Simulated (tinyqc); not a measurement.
Stretching all distances: RHF, UHF, MP2, CISD and CCSD against full CI in the sto-3g basis, for NH3, spin multiplicity 1. Computed by the program tinyqc with PySCF. All coordinates are multiplied by the scale. c0^2 is the weight of the RHF determinant in the lowest singlet FCI state (UHF is spin-contaminated and may lie near states of higher spin) and n(LUMO) the first natural occupation beyond the occupied space.

Geometry (angstrom):
```
atom        x        y       z
N      0.0000   0.0000  0.2950
H      0.9080   0.0000  0.0000
H     -0.4540   0.7860  0.0000
H     -0.4540  -0.7860  0.0000
```

Full CI energy (hartree) and errors against it (kcal/mol):
```
scale  distance 1-2 (angstrom)     E(FCI)      RHF     UHF     MP2    CISD    CCSD  <S^2> UHF   c0^2  n(LUMO)
0.930                    0.888  -55.42869   30.271  30.271   7.800   0.469   0.076      0.000  0.979    0.014
1.110                    1.060  -55.51840   44.243  44.243  12.548   1.268   0.201      0.000  0.961    0.028
1.290                    1.232  -55.46260   64.836  64.836  20.128   3.470   0.557      0.000  0.923    0.059
1.480                    1.413  -55.36281   97.509  92.391  33.263   9.743   1.284      0.746  0.835    0.129
1.660                    1.585  -55.27660  140.923  73.246  51.437  22.647   1.748      1.879  0.692    0.252
1.840                    1.757  -55.21174  194.362  45.818  73.454  43.845  -1.057      2.387  0.517    0.423
```

What does the comparison show, and why?

UHF parts from RHF first at scale 1.48 of those listed, where <S^2> leaves zero. The weight c0^2 goes from 0.98 to 0.52 and n(LUMO) from 0.01 to 0.42: static correlation grows as the bonds break into open-shell fragments. The spread of the error along the curve, which distorts its shape, is CCSD 2.8, CISD 43.4, UHF 62.1, MP2 65.7, RHF 164.1 kcal/mol. Below FCI somewhere: CCSD, as non-variational methods may be. The table stops here: at scale 2.02 and beyond, the reference weight falls under 0.45 or RHF, UHF or CCSD hop between solutions, so those rows were left out and the spreads given cover only the rows shown. As computed, partly on other solutions, the errors there reach in size RHF 254, UHF 25, MP2 100, CISD 74, CCSD 19 kcal/mol.
